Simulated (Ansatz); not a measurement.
I need a ladder of methods at one geometry of C₃H₄N₂, SMILES C=NC1C=N1. Use Ansatz 0.2.0 through its Python package. Settings (for the species named): revPBE, cc-pVDZ basis, multiplicity 1. The script varies functional: revpbe, hf, cam_b3lyp, b3lyp, pbe.

```yaml
atoms:
  - { symbol: C, position_ang: [0.4294, 1.1793, -1.0526] }
  - { symbol: N, position_ang: [0.0597, 0.9946, 0.1644] }
  - { symbol: C, position_ang: [-0.5964, -0.3000, 0.3924] }
  - { symbol: C, position_ang: [0.1800, -1.2623, 1.1904] }
  - { symbol: N, position_ang: [0.2674, -1.5160, -0.0369] }
  - { symbol: H, position_ang: [0.1975, 0.5200, -1.8820] }
  - { symbol: H, position_ang: [0.8884, 2.1781, -1.3358] }
  - { symbol: H, position_ang: [-1.5929, -0.3779, 0.2474] }
  - { symbol: H, position_ang: [0.2554, -1.4622, 2.2957] }
```

`methods_c3h4n2.py`
```python
"""One geometry of C3H4N2, method by method."""

from pathlib import Path
import warnings

import ansatz as az
from ase import Atoms
import numpy as np


def main() -> None:
    warnings.simplefilter("ignore", az.DeckWarning)

    atoms = Atoms(["C", "N", "C", "C", "N", "H", "H", "H", "H"], positions=[
        (0.4294, 1.1793, -1.0526),
        (0.0597, 0.9946, 0.1644),
        (-0.5964, -0.3, 0.3924),
        (0.18, -1.2623, 1.1904),
        (0.2674, -1.516, -0.0369),
        (0.1975, 0.52, -1.882),
        (0.8884, 2.1781, -1.3358),
        (-1.5929, -0.3779, 0.2474),
        (0.2554, -1.4622, 2.2957),
    ])
    system = az.Crystal.molecule_from_ase(atoms)

    calculation = system.calculation().basis(gaussian="cc-pVDZ").scf(lower_state_search="standard")

    print("functional    E (Ha)        dipole (D)   HOMO (eV)  LUMO (eV)")
    for name in ["revpbe", "hf", "cam_b3lyp", "b3lyp", "pbe"]:
        report = calculation.functional(name).forces().orbitals().run(runs_dir="runs").report
        lines = Path(report["orbitals_path"]).read_text().splitlines()
        field_of = lambda key: [line.split("=")[1].strip() for line in lines if line.startswith(key)]
        orbitals = [(27.211386 * float(e), s, float(n)) for e, s, n in zip(field_of("Ene="), field_of("Spin="), field_of("Occup="))]
        homo = max(e for e, _, n in orbitals if n > 0.5)
        lumo = min(e for e, _, n in orbitals if n < 0.5)
        dipole = 4.803205 * np.linalg.norm(report["charge_distribution"]["dipole_moment_e_ang"])
        print(f"{name:10s} {report['free_energy_ev'] / 27.211386246:14.6f} {dipole:9.3f} {homo:11.3f} {lumo:10.3f}")


if __name__ == "__main__":
    main()
```

Running `python methods_c3h4n2.py` prints:
```text
functional    E (Ha)        dipole (D)   HOMO (eV)  LUMO (eV)
revpbe        -226.054627     0.841      -5.213     -1.873
hf            -224.707172     0.898      -9.898      3.474
cam_b3lyp     -225.983794     0.879      -8.012      0.479
b3lyp         -226.103306     0.872      -6.399     -1.051
pbe           -225.832956     0.848      -5.254     -1.961
```

These settings explore the input space; basis and method may be short of convergence. The geometry is a force-field or estimated start, not a minimum of this method, and the basis set is short of its limit. A lower total doesn't mark the better method: functionals have no common bound, and MP2 and coupled cluster aren't variational. b3lyp holds the VWN-RPA fit, as in Gaussian; the form of ORCA and Turbomole is b3lyp5. Levels such as HOMO and LUMO are orbital energies: with these approximate functionals they aren't the ionisation energy and electron affinity, and their gap isn't the fundamental gap. Finished in 12 s on 1 thread of Arm Neoverse V2, on a shared host, peak memory 0.25 GiB.

(Lines on the test bed's own set-up are left out of the output.)
